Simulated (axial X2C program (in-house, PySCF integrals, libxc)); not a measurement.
**How long does SiC⁻ take?**

A bond scan computed with an axial X2C code built on PySCF integrals. Basis: Si dyall-av3z [9s8p3d2f], C dyall-av3z [8s7p3d2f] (cores contracted in-house).

The run was started with this input:
```json
{
 "zs": [
  14,
  6
 ],
 "q": -1,
 "bas": [
  "dyall-av3z",
  "dyall-av3z"
 ],
 "levels": [
  "PBE0",
  "HF",
  "M06"
 ],
 "cc": true,
 "r0": 1.74,
 "thr": -2.0,
 "nmax": 90,
 "npts": 10,
 "nst": 2,
 "ntry": 6
}
```
```bash
python so2c.py task.json out
```

Keys: zs atomic numbers; q charge; bas basis sets; levels methods; cc coupled cluster on or off; r0 starting distance in Å; thr threshold in hartree for freezing inner shells (an s shell follows its p shell); nmax most natural virtual spinors; npts points on the curve; nst determinants followed; ntry starts of the search. HF also brings MP2.

Hardware: 1 thread of Intel(R) Xeon(R) Processor @ 2.30GHz (shared host).

Wall time of one point of each curve, integrals apart:

```
Hamiltonian                               level  points  seconds a point
  spin-free                                PBE0      10             0.41
  spin-free                                  HF      10             0.14
  spin-free  CCSD(T) (9 electrons, 89 virtuals)       7              6.6
  spin-free                                 M06      10             0.63
         2c                                PBE0      10              0.5
         2c                                  HF      10             0.19
         2c  CCSD(T) (9 electrons, 89 virtuals)       7              7.3
         2c                                 M06      10             0.74
```

The rest:

Search with its distance optimisation 17 s, atoms 20 s, whole task 170 s. Coupled cluster runs on the points near the minimum only. The program drops outer points, and coupled cluster, when its time limit (not in the input) nears; MP2, further determinants and curves that did not converge are not in the table.
